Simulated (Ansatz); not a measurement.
# Si2HCl (singlet): density functionals in cc-pVTZ

Aim: run Si2HCl (singlet) with a set of functionals in one basis and compare levels, spin and time.

The runs use Ansatz 0.2.0, Gaussian basis; cc-pVTZ, all electrons in the functionals, frozen cores in the correlation of double hybrids and RPA.

To be run: PBE, r2SCAN, PBE0, B3LYP, r2SCANh, wB97M-V, B2PLYP, RKS PBE0, RPA-PBE.

**1. What is computed**

The geometry is a PBE0/def2-TZVP stationary point (not a proven minimum).

4 atoms, charge 0, spin multiplicity 1.

Atoms are counted from 1 here; the program's logs count them from 0.

Bond lengths: Cl1–Si2 2.041 Å, Si2–Si3 2.105 Å, Si2–H4 1.684 Å, Si3–H4 1.681 Å. Angles: Cl1–Si2–Si3 162.4°, Cl1–Si2–H4 111.2°, Si3–Si2–H4 51.2°, Si2–Si3–H4 51.3°, Si2–H4–Si3 77.4°.

Geometry (Å):

```mol
ClHSi2
  3D, bonds by distance, orders not assigned

  4  4  0  0  0  0  0  0  0  0999 V2000
    0.0000    0.0934    1.8839 Cl  0  0
    0.0000   -0.2340   -0.1303 Si  0  0
    0.0000    0.0724   -2.2126 Si  0  0
    0.0000    1.2181   -0.9828 H   0  0
  1  2  8  0
  2  3  8  0
  2  4  8  0
  3  4  8  0
M  END
```

No dispersion term is added; wB97M-V holds VV10 nonlocal correlation. B3LYP takes the VWN-RPA correlation.

**2. PBE (unrestricted)**

in.yaml reads:

```yaml
crystal:
  periodic: [false, false, false]
  atoms:
    - {symbol: Cl, position_ang: [0.000000, 0.093416, 1.883940]}
    - {symbol: Si, position_ang: [0.000000, -0.234028, -0.130301]}
    - {symbol: Si, position_ang: [0.000000, 0.072390, -2.212571]}
    - {symbol: H, position_ang: [0.000000, 1.218120, -0.982787]}
basis:
  gaussian: {orbitals: cc-pVTZ}
magnetization: {spin_polarized: true, initial_magnetization: 0}
hamiltonian: {xc: {name: PBE}}
output: {orbitals: {seedname: orbitals}}
```

On the command line:

```sh
> ansatz run in.yaml --threads 1 --pin off --events-out ev --progress --plain --max-ram 4096MiB --backend cpu
```

Log:

```text
Functional definition: PBE
  name "PBE"
  cite "Perdew, Burke & Ernzerhof, Phys. Rev. Lett. 77, 3865 (1996) doi:10.1103/PhysRevLett.77.3865"
  parent pbe
  parameter kappa = 0.804
  parameter beta = 0.06672455060314922
  exchange = pbe_x(kappa = kappa, mu = beta*pi^2/3)
  correlation = pbe_c(beta = beta)
883 factors; their error is unknown
mean field evaluation 1: about -28278.7694 eV, gradient 1.6e1 eV
mean field evaluation 2: about -28275.9427 eV, gradient 2.3e1 eV
mean field evaluation 4: about -28280.7840 eV, gradient 3.4e0 eV
mean field evaluation 8: about -28280.8778 eV, gradient 1.1e-1 eV
mean field evaluation 16: about -28280.8269 eV, gradient 4.2e-5 eV
mean field -28280.82685763 eV, -1039.3012175850 hartree, gradient 4.2e-5 eV, S^2 0.000000; 0 other end points of the search recorded, 0 dependent functions left out
reference -28280.82688850 eV, -1039.3012187195 hartree; 23, 23 occupied and 93, 93 virtual orbitals, 883 factors
Total energy: -28280.82688850 eV, -1039.3012187195 hartree
```

Run time: 3.1 s. Hardware: 1 thread of AMD EPYC 7R13, shared host.

From the report: ⟨S²⟩ of the determinant 0.000 (pure singlet: 0.00).

**3. r2SCAN (unrestricted)**

Changes to in.yaml since step 2:

```diff
@@ -10,3 +10,3 @@
 magnetization: {spin_polarized: true, initial_magnetization: 0}
-hamiltonian: {xc: {name: PBE}}
-output: {orbitals: {seedname: orbitals}}
+hamiltonian: {xc: {name: r2SCAN}}
+output: {forces: true}
```

Same command.

Log (excerpt; [...] marks lines left out):

```text
Functional definition: r2SCAN
  name "r2SCAN"
  cite "Furness, Kaplan, Ning, Perdew & Sun, J. Phys. Chem. Lett. 11, 8208 (2020) doi:10.1021/acs.jpclett.0c02405"
  cite "Furness, Kaplan, Ning, Perdew & Sun, J. Phys. Chem. Lett. 11, 9248 (2020) doi:10.1021/acs.jpclett.0c03077"
  parent r2scan
[...]
883 factors; their error is unknown
[...]
mean field -28291.54909182 eV, -1039.6952524235 hartree, gradient 4.7e-5 eV, S^2 0.000000; 1 other end points of the search recorded, 0 dependent functions left out
[...]
reference -28291.54910207 eV, -1039.6952528005 hartree; 23, 23 occupied and 93, 93 virtual orbitals, 883 factors
Total energy: -28291.54910207 eV, -1039.6952528005 hartree
Atom 0 at     0.000000     0.093416     1.883940 Å, force     0.000000     0.027266     0.241026 eV/Å
Atom 1 at     0.000000    -0.234028    -0.130301 Å, force    -0.000000    -0.068102    -0.013663 eV/Å
Atom 2 at     0.000000     0.072390    -2.212571 Å, force     0.000000     0.025387    -0.209587 eV/Å
Atom 3 at     0.000000     1.218120    -0.982787 Å, force    -0.000000     0.015449    -0.017776 eV/Å
Dipole moment:    -0.000000    -0.007830     0.044888 e Å
```

Run time: 9.5 s. Hardware: 1 thread of AMD EPYC 7R13, shared host.

From the report: ⟨S²⟩ of the determinant 0.000 (pure singlet: 0.00).

**4. PBE0 (unrestricted)**

Changes to in.yaml since step 3:

```diff
@@ -10,3 +10,3 @@
 magnetization: {spin_polarized: true, initial_magnetization: 0}
-hamiltonian: {xc: {name: r2SCAN}}
-output: {forces: true}
+hamiltonian: {xc: {name: PBE0}}
+output: {forces: true, orbitals: {seedname: orbitals}}
```

Same command.

Log (excerpt; [...] marks lines left out):

```text
Functional definition: PBE0
  name "PBE0"
  cite "Adamo & Barone, J. Chem. Phys. 110, 6158 (1999) doi:10.1063/1.478522"
  cite "Perdew, Burke & Ernzerhof, Phys. Rev. Lett. 77, 3865 (1996) doi:10.1103/PhysRevLett.77.3865"
  parent pbe
[...]
927 factors; their error is unknown
[...]
mean field -28283.06806877 eV, -1039.3835805752 hartree, gradient 4.4e-5 eV, S^2 0.000000; 1 other end points of the search recorded, 0 dependent functions left out
[...]
reference -28283.06809196 eV, -1039.3835814273 hartree; 23, 23 occupied and 93, 93 virtual orbitals, 927 factors
Total energy: -28283.06809196 eV, -1039.3835814273 hartree
Atom 0 at     0.000000     0.093416     1.883940 Å, force    -0.000000     0.021655     0.152645 eV/Å
Atom 1 at     0.000000    -0.234028    -0.130301 Å, force     0.000000    -0.068924    -0.021550 eV/Å
Atom 2 at     0.000000     0.072390    -2.212571 Å, force    -0.000000    -0.010231    -0.136411 eV/Å
Atom 3 at     0.000000     1.218120    -0.982787 Å, force     0.000000     0.057500     0.005316 eV/Å
Dipole moment:    -0.000000    -0.011391     0.021816 e Å
```

It took 6 s on 1 thread of AMD EPYC 7R13, shared host; peak memory 0.3 GiB.

From the report: ⟨S²⟩ of the determinant 0.000 (pure singlet: 0.00).

The fields below are evaluated on a grid from the run's orbitals.

Frontier orbitals at PBE0/cc-pVTZ (alpha spin), with the share of their density that lies nearest to each atom:

```csv
orbital,energy (eV),lies on
HOMO-1,-8.30,"Si2, Si3 about 38 % each; Cl1 13 %; H4 10 %"
HOMO,-6.07,"Si2, Si3 about 40 % each; H4 14 %"
LUMO,-2.44,"Si2, Si3 about 40 % each; Cl1 15 %"
```

ELF in a plane through or near 4 of the atoms.

Ten even steps from ' ' (0.00) to '@' (1.00):
```
                                                        
                                                        
                          ......                        
            ........  ..::--==::..                      
        --==++++==----==++####++--      ......          
      ::**##%%##**++==**##%%%%**==....::--==--..        
    ..++%%@@@@%%++==++##%%++--::----==++####**==..      
    --##@@@@%%--::..::####..==::..++**##%%%%##++::      
    ==##@@@@**::%%%%--++==--%%##..##%%++==**%%##--..    
    ==##@@@@**::####--====::**++..%%**--++--%%##--..    
    --**%%@@%%==  ..--####==....==%%**--==--%%##--..    
    ..++%%%%%%##==++##@@@@%%++::==####**==**%%**::..    
      ..++******++**%%@@@@@@**....++##%%%%%%##++..      
        ::--==--==**%%@@@@@@**    --**######++--        
              ....--##@@@@%%--    ..--======::..        
                  ::==####++::      ....::..            
                    ..::::..                            
                                                        
                                                        
                                                        
```
The map spans 9.7 Å across and 6.9 Å up, centred on the molecule. Atoms in the plane (x, y in Å): Cl1 (2.3, 0.0), Si2 (0.3, 0.5), Si3 (-1.8, 0.4), H4 (-0.7, -0.9).

On the surface of density 0.002 e/bohr³ the electrostatic potential runs, from the 1st to the 99th percentile, from -0.67 V near Si3 to 1.45 V near Si2.

**5. B3LYP (unrestricted)**

Changes to in.yaml since step 4:

```diff
@@ -10,3 +10,2 @@
 magnetization: {spin_polarized: true, initial_magnetization: 0}
-hamiltonian: {xc: {name: PBE0}}
-output: {forces: true, orbitals: {seedname: orbitals}}
+hamiltonian: {xc: {name: B3LYP}}
```

Launched as before.

Log (excerpt; [...] marks lines left out):

```text
Functional definition: B3LYP
  name "B3LYP"
  cite "Stephens, Devlin, Chabalowski & Frisch, J. Phys. Chem. 98, 11623 (1994) doi:10.1021/j100096a001"
  cite "Becke, Phys. Rev. A 38, 3098 (1988) doi:10.1103/PhysRevA.38.3098"
  cite "Lee, Yang & Parr, Phys. Rev. B 37, 785 (1988) doi:10.1103/PhysRevB.37.785"
  cite "Vosko, Wilk & Nusair, Can. J. Phys. 58, 1200 (1980) doi:10.1139/p80-159"
[...]
916 factors; their error is unknown
[...]
mean field -28295.16727466 eV, -1039.8282181907 hartree, gradient 1.7e-5 eV, S^2 0.000000; 1 other end points of the search recorded, 0 dependent functions left out
reference -28295.16749192 eV, -1039.8282261747 hartree; 23, 23 occupied and 93, 93 virtual orbitals, 916 factors
Total energy: -28295.16749192 eV, -1039.8282261747 hartree
```

Run time: 4.5 s. Hardware: 1 thread of AMD EPYC 7R13, shared host; peak memory 0.3 GiB.

From the report: ⟨S²⟩ of the determinant 0.000 (pure singlet: 0.00).

**6. r2SCANh (unrestricted)**

Changes to in.yaml since step 5:

```diff
@@ -10,2 +10,2 @@
 magnetization: {spin_polarized: true, initial_magnetization: 0}
-hamiltonian: {xc: {name: B3LYP}}
+hamiltonian: {xc: {name: r2SCANh}}
```

Same command.

Log (excerpt; [...] marks lines left out):

```text
Functional definition: r2SCANh
  name "r2SCANh"
  cite "Bursch, Neugebauer, Ehlert & Grimme, J. Chem. Phys. 156, 134105 (2022) doi:10.1063/5.0086040"
  cite "Furness, Kaplan, Ning, Perdew & Sun, J. Phys. Chem. Lett. 11, 8208 (2020) doi:10.1021/acs.jpclett.0c02405"
  cite "Furness, Kaplan, Ning, Perdew & Sun, J. Phys. Chem. Lett. 11, 9248 (2020) doi:10.1021/acs.jpclett.0c03077"
  parent r2scan
[...]
883 factors; their error is unknown
[...]
mean field -28291.36572488 eV, -1039.6885138128 hartree, gradient 1.6e-5 eV, S^2 0.000000; 2 other end points of the search recorded, 0 dependent functions left out
reference -28291.36573427 eV, -1039.6885141579 hartree; 23, 23 occupied and 93, 93 virtual orbitals, 883 factors
Total energy: -28291.36573427 eV, -1039.6885141579 hartree
```

Wall time 12 s (1 thread of AMD EPYC 7R13, shared host); peak memory 0.33 GiB.

From the report: ⟨S²⟩ of the determinant 0.000 (pure singlet: 0.00).

**7. wB97M-V (unrestricted)**

Changes to in.yaml since step 6:

```diff
@@ -10,2 +10,3 @@
 magnetization: {spin_polarized: true, initial_magnetization: 0}
-hamiltonian: {xc: {name: r2SCANh}}
+hamiltonian: {xc: {name: wB97M-V}}
+output: {forces: true, orbitals: {seedname: orbitals}}
```

Launched as before.

Log (excerpt; [...] marks lines left out):

```text
Functional definition: wB97M-V
  name "wB97M-V"
  cite "Mardirossian & Head-Gordon, J. Chem. Phys. 144, 214110 (2016) doi:10.1063/1.4952647"
  cite "Becke, J. Chem. Phys. 107, 8554 (1997) doi:10.1063/1.475007"
  cite "Vydrov & Van Voorhis, J. Chem. Phys. 133, 244103 (2010) doi:10.1063/1.3521275"
  # Of w^i u^j: cxij and so on, Table III.
[...]
  gx(w, u) = 1 - cx + cx01*u + cx10*w
  gss(w, u) = css00 + css04*u^4 + css10*w + css20*w^2 + css43*w^4*u^3
  gos(w, u) = cos00 + cos10*w + (cos20 + cos21*u)*w^2 + (cos60 + cos61*u)*w^6
[...]
      + integral(e_c_pw_mod_opposite_spin*gos(b97_w_opposite, b97_u_opposite)) + vv10(b, c)
904 factors; their error is unknown
165 factors; integrals over basis functions are off by at most 5.3e-5 eV
[...]
mean field -28292.11463050 eV, -1039.7160355869 hartree, gradient 5.5e-5 eV, S^2 0.000000; 0 other end points of the search recorded, 0 dependent functions left out
[...]
reference -28292.11466544 eV, -1039.7160368708 hartree; 23, 23 occupied and 93, 93 virtual orbitals, 904 factors
Total energy: -28292.11466544 eV, -1039.7160368708 hartree
Atom 0 at     0.000000     0.093416     1.883940 Å, force    -0.000000     0.049411     0.188289 eV/Å
Atom 1 at     0.000000    -0.234028    -0.130301 Å, force     0.000000    -0.058595    -0.103445 eV/Å
Atom 2 at     0.000000     0.072390    -2.212571 Å, force    -0.000000     0.029694    -0.101883 eV/Å
Atom 3 at     0.000000     1.218120    -0.982787 Å, force     0.000000    -0.020509     0.017038 eV/Å
Dipole moment:    -0.000000    -0.028130    -0.010596 e Å
```

It took 19 s on 1 thread of AMD EPYC 7R13, shared host; peak memory 0.44 GiB.

From the report: ⟨S²⟩ of the determinant 0.000 (pure singlet: 0.00).

**8. B2PLYP (unrestricted)**

Changes to in.yaml since step 7:

```diff
@@ -10,3 +10,3 @@
 magnetization: {spin_polarized: true, initial_magnetization: 0}
-hamiltonian: {xc: {name: wB97M-V}}
-output: {forces: true, orbitals: {seedname: orbitals}}
+hamiltonian: {xc: {name: B2PLYP}}
+correlation: {electrons: outside_noble_gas}
```

Launched as before.

Log (excerpt; [...] marks lines left out):

```text
Functional definition: B2PLYP
  name "B2PLYP"
  cite "Grimme, J. Chem. Phys. 124, 034108 (2006) doi:10.1063/1.2148954"
  cite "Becke, Phys. Rev. A 38, 3098 (1988) doi:10.1103/PhysRevA.38.3098"
  cite "Lee, Yang & Parr, Phys. Rev. B 37, 785 (1988) doi:10.1103/PhysRevB.37.785"
[...]
697 factors; integrals over basis functions are off by at most 1.4e-3 eV
[...]
mean field -28279.86903579 eV, -1039.2660182815 hartree, gradient 2.6e-6 eV, S^2 0.000000; 4 other end points of the search recorded, 0 dependent functions left out
15 core orbitals not correlated: weight in the atoms' cores, before any rotation towards them, 1.000 or more for the frozen orbitals, at most 0.000 for the correlated occupied ones
reference -28279.86917377 eV, -1039.2660233521 hartree; 8, 8 occupied and 93, 93 virtual orbitals, 697 factors
second order -14.21103636 eV of doubles, -0.00000000 eV of singles
Total energy: -28283.70615358 eV, -1039.4070297596 hartree
```

Run time: 12 s. Hardware: 1 thread of AMD EPYC 7R13, shared host; peak memory 0.28 GiB.

From the report: ⟨S²⟩ of the determinant 0.000 (pure singlet: 0.00).

**9. PBE0 (restricted)**

Changes to in.yaml since step 8:

```diff
@@ -9,4 +9,2 @@
   gaussian: {orbitals: cc-pVTZ}
-magnetization: {spin_polarized: true, initial_magnetization: 0}
-hamiltonian: {xc: {name: B2PLYP}}
-correlation: {electrons: outside_noble_gas}
+hamiltonian: {xc: {name: PBE0}}
```

Launched as before.

Log:

```text
Functional definition: PBE0
  name "PBE0"
  cite "Adamo & Barone, J. Chem. Phys. 110, 6158 (1999) doi:10.1063/1.478522"
  cite "Perdew, Burke & Ernzerhof, Phys. Rev. Lett. 77, 3865 (1996) doi:10.1103/PhysRevLett.77.3865"
  parent pbe
  parameter a = 0.25
  parameter kappa = 0.804
  parameter beta = 0.06672455060314922
  exchange = (1 - a)*pbe_x(kappa = kappa, mu = beta*pi^2/3) + a*exact_x
  correlation = pbe_c(beta = beta)
927 factors; their error is unknown
mean field evaluation 1: about -28281.9021 eV, gradient 1.7e1 eV
mean field evaluation 2: about -28282.0431 eV, gradient 1.5e1 eV
mean field evaluation 4: about -28282.9156 eV, gradient 1.6e0 eV
mean field evaluation 8: about -28283.0681 eV, gradient 5.4e-2 eV
mean field evaluation 16: about -28283.0681 eV, gradient 4.6e-5 eV
mean field -28283.06806896 eV, -1039.3835805820 hartree, gradient 4.6e-5 eV, S^2 0.000000; 0 other end points of the search recorded, 0 dependent functions left out
reference -28283.06809214 eV, -1039.3835814341 hartree; 23, 23 occupied and 93, 93 virtual orbitals, 927 factors
Total energy: -28283.06809214 eV, -1039.3835814341 hartree
```

Run time: 2.5 s. Hardware: 1 thread of AMD EPYC 7R13, shared host; peak memory 0.25 GiB.

**10. RPA-PBE**

Changes to in.yaml since step 9:

```diff
@@ -9,2 +9,4 @@
   gaussian: {orbitals: cc-pVTZ}
-hamiltonian: {xc: {name: PBE0}}
+magnetization: {spin_polarized: true, initial_magnetization: 0}
+hamiltonian: {xc: {name: PBE}}
+correlation: {method: rpa, electrons: outside_noble_gas}
```

The command is unchanged.

Log (excerpt; [...] marks lines left out):

```text
Functional definition: PBE
  name "PBE"
  cite "Perdew, Burke & Ernzerhof, Phys. Rev. Lett. 77, 3865 (1996) doi:10.1103/PhysRevLett.77.3865"
  parent pbe
[...]
697 factors; integrals over basis functions are off by at most 1.4e-3 eV
[...]
mean field -28280.82685292 eV, -1039.3012174118 hartree, gradient 1.5e-6 eV, S^2 0.000000; 2 other end points of the search recorded, 0 dependent functions left out
15 core orbitals not correlated: weight in the atoms' cores, before any rotation towards them, 1.000 or more for the frozen orbitals, at most 0.000 for the correlated occupied ones
reference -28242.28152761 eV, -1037.8847028337 hartree; 8, 8 occupied and 93, 93 virtual orbitals, 697 factors
Total energy: -28261.69218455 eV, -1038.5980313192 hartree
```

Run time: 6 s. Hardware: 1 thread of AMD EPYC 7R13, shared host; peak memory 0.25 GiB.

From the report: ⟨S²⟩ of the determinant 0.000 (pure singlet: 0.00).

**11. Side by side**

```csv
functional,energy (eV),⟨S²⟩,time
PBE,-28280.8269,0.000,3.1 s
r2SCAN,-28291.5491,0.000,9.5 s
PBE0,-28283.0681,0.000,6 s
B3LYP,-28295.1675,0.000,4.5 s
r2SCANh,-28291.3657,0.000,12 s
wB97M-V,-28292.1147,0.000,19 s
B2PLYP,-28283.7062,0.000,12 s
RKS PBE0,-28283.0681,0.000,2.5 s
RPA-PBE,-28261.6922,0.000,6 s
```

Orbital levels of the runs that wrote orbitals: PBE HOMO -5.19, LUMO -3.20 eV; PBE0 HOMO -6.07, LUMO -2.44 eV; wB97M-V HOMO -7.85, LUMO -0.50 eV.

**12. Summary of results**

```
                quantity                         value
spread of total energies                       33.5 eV
       quickest, slowest  RKS PBE0 2.5 s, wB97M-V 19 s
```

What this shows: Total energies of different functionals can't be ranked; only differences within one functional count.
